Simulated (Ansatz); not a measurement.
**CHFSi+ (doublet): the correlation ladder, def2-QZVPP**

The task here is to estimate one member of a computed series from the others.

The runs use Ansatz 0.2.0, Gaussian basis; def2-QZVPP, core rule «outside noble gas», up to 7 orbitals frozen.

The runs, in order: UHF; ROHF; CCSD(T) on UHF.

2 further runs of the same task are left out: 2 set aside as unsound or not needed.

## What is computed

The geometry is a PBE0/def2-TZVP stationary point (not a proven minimum) of the parent state, kept for this charge and spin.

4 atoms, charge 1, spin multiplicity 2.

Atoms are counted from 1 here; the program's logs count them from 0.

Bond lengths: F1–C2 1.331 Å, C2–Si3 1.857 Å, C2–H4 1.094 Å. Angles: F1–C2–Si3 123.4°, F1–C2–H4 109.0°, Si3–C2–H4 127.6°.

Set-up of the first run:

Contents of in.yaml:

```yaml
crystal:
  periodic: [false, false, false]
  atoms:
    - {symbol: F, position_ang: [0.000000, -0.300700, 1.533384]}
    - {symbol: C, position_ang: [0.000000, 0.518965, 0.484561]}
    - {symbol: Si, position_ang: [0.000000, -0.074287, -1.274648]}
    - {symbol: H, position_ang: [0.000000, 1.553738, 0.840684]}
basis:
  gaussian: {orbitals: "def2-QZVPP.json"}
total_charge: 1
magnetization: {spin_polarized: true, initial_magnetization: 1}
hamiltonian: {xc: hf}
output: {orbitals: {seedname: orbitals}}
```

Started as:

```bash
ansatz run in.yaml --threads 1 --pin off --events-out ev --progress --plain --max-ram 2393MiB
```

Among the steps run: UHF; ROHF; CCSD(T) on UHF.

One of the session's tables, all rows but one given; the rest of the session is left out.

It belongs to the step «Misses and costs». 

```
  method  from UCCSD(T) (kJ/mol)
    ROHF                       ?
     UHF                 +1394.5
    UMP2                  +112.3
   UCCSD                   +52.9
UCCSD(T)                       0
```

Q: Estimate the row for ROHF from the others.

**Answer.** from UCCSD(T) (kJ/mol): +1403.7. In the column «from UCCSD(T) (kJ/mol)» it is the highest.
